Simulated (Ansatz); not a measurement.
## Pulling the pair apart

The pair of H₂O (SMILES O, atoms 1–3) and CH₄S (SMILES CS, atoms 4–9), both closed shells, in one local arrangement (a lower one may exist), relaxed at PBE0-D4/def2-TZVP:

```
9
angstrom
O 0.1818 0.0787 -2.3679
H 0.6067 0.8175 -2.8102
H -0.5584 -0.1634 -2.9294
C 0.1269 -0.3676 1.7435
S -0.8500 0.8962 0.8997
H -0.1637 -1.3694 1.4293
H -0.0788 -0.2628 2.8088
H 1.1937 -0.2209 1.5784
H -0.4584 0.5917 -0.3523
```

CH₄S is shifted rigidly along the line between the mean atom positions of the two fragments (negative: closer). Counterpoise interaction energies in kcal/mol. Computed with Ansatz 0.2.0 (basis: def2-TZVPPD); correlated methods freeze the cores. B3LYP uses VWN-RPA correlation.

```
shift (Å)  PBE-D4    MP2  B3LYP-D4
    -0.35   -1.57  -0.44     -0.77
    -0.18   -2.43  -1.62     -1.86
     0.00   -2.68  -2.09     -2.25
     0.18   -2.60  -2.17     -2.26
     0.42   -2.26  -1.98     -1.98
     0.88   -1.54  -1.40     -1.31
     1.76   -0.65  -0.64     -0.54
     3.52   -0.15  -0.18     -0.13
```

At the largest shift the D4 term itself is slightly repulsive (PBE-D4 +0.4 meV, B3LYP-D4 +1.1 meV): a quirk of that model, not of the functional.

(1) What does CCSD(T) give at these shifts? (An estimate is asked for; the value comes from the calculation.)

No T1 diagnostic of these runs exceeds 0.010.

Results:

(1) The calculation gives: -0.06, -1.36, -1.92, -2.06, -1.91, -1.36, -0.62, -0.18 kcal/mol. For zero shift, CCSD(T) at an estimated basis limit (MP2 extrapolated from triple and quadruple zeta, plus CCSD(T) − MP2 in triple zeta) gives -2.22 kcal/mol. These are counterpoise interaction energies, counted from the two frozen fragments.

For scale, one of the runs: CCSD(T)/def2-TZVPPD, 230 basis functions, launched by `ansatz run in.yaml --threads 4 --pin off --events-out ev --progress --plain --max-ram 9574MiB`. Time: 66 s of wall clock on 4 CPU threads of an Arm Neoverse V1; the host was shared. Peak host memory: 3.9 GiB.
